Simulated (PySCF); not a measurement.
## How far each method lies from full CI for CH₃Cl, singlet

Geometry: MP2(full)/6-31G*, from the G2/97 set.

```xyz
5

C     0.0000    0.0000   -1.2269
Cl    0.0000    0.0000    0.5504
H     0.0000    1.0293   -1.5798
H     0.8914   -0.5147   -1.5798
H    -0.8914   -0.5147   -1.5798
```

Basis STO-3G; PySCF 2.14.0. Correlated methods freeze the noble-gas cores, which leaves 14 electrons in 11 orbitals. R marks a restricted (for open shells ROHF) determinant.

Full CI is exact within this basis and frozen core; it isn't the basis-set limit.

The T1 diagnostic (ROHF- or RHF-based CCSD) is 0.0052. The largest doubles amplitude (ROHF- or RHF-based CCSD) is 0.104.

| level | E − E(full CI) (kJ/mol) | share of correlation (%) | wall time |
| --- | --- | --- | --- |
| RHF | 223.8 | 0.00 | – |
| RMP2 | 59.6 | 73.36 | – |
| RCCSD | 1.6 | 99.29 | – |
| RCCSD(T) | 0.5 | 99.80 | 0.11 s |
| RCCSDT | 0.2 | 99.92 | – |
| RCCSDT(Q) | 0.0 | 99.99 | 0.61 s |

The correlation energy at full CI, counted from RHF, is -2.319 eV. Full CI, over all symmetries tried, took 0.25 s on 1 thread of Intel Xeon 6975P-C, shared host; the state has 54,692 determinants.

Times are those of the correlated step on a shared host, with one SCF added for the restricted CCSD run; they ran on 1 thread of Intel Xeon 6975P-C.

The full-CI state has the irrep A' of Cs, in the program's axes (one component, if the state is degenerate).

Natural occupations of full CI about the gap: 1.999 1.983 1.975 1.975 1.966 0.035 0.023 0.023 0.020; effectively unpaired electrons, Σ n²(2−n)², 0.02.
